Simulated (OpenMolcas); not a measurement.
**SiH2 (SMILES [H][Si][H]): the energy, rung by rung**

SiH2 has 3 atoms, charge 0, and is taken as a singlet. As SMILES, `[H][Si][H]`. The coordinates come from a GFN2-xTB relaxation.

```xyz
3

Si    0.0052   -0.0082   -0.6557
H     1.1102   -0.0200    0.3374
H    -1.1155    0.0282    0.3183
```

Each level gives the energy change with the Si1–H3 bond stretched from 1.485 to 1.856 Å (eV). The values are calculated.

```tsv
level	kind	program	value (eV)
HF/6-31G* (spherical functions) (restricted)	Hartree–Fock	OpenMolcas	0.66
SVWN5/6-31G* (spherical functions) (restricted)	LDA	OpenMolcas	0.42
M06-2X/6-31G* (spherical functions) (restricted)	hybrid meta-GGA	OpenMolcas	0.56
MP2/6-31G* (spherical functions) (restricted)	perturbation theory	OpenMolcas	0.59
ACPF/6-31G* (spherical functions) (restricted)	coupled cluster or CI	OpenMolcas	0.49
CCSD(T)/6-31G* (spherical functions) (restricted)	coupled cluster or CI	OpenMolcas	0.49
CISD/6-31G* (spherical functions) (restricted)	coupled cluster or CI	OpenMolcas	?
FCI/6-31G* (spherical functions)	exact in the basis	OpenMolcas	0.48
```

Question: Estimate the missing values from the other rows.

Answer: As computed at these levels: CISD/6-31G* (spherical functions) (restricted): 0.52 eV. The first shape isn't each level's own minimum. The values span 0.42 to 0.66 eV.
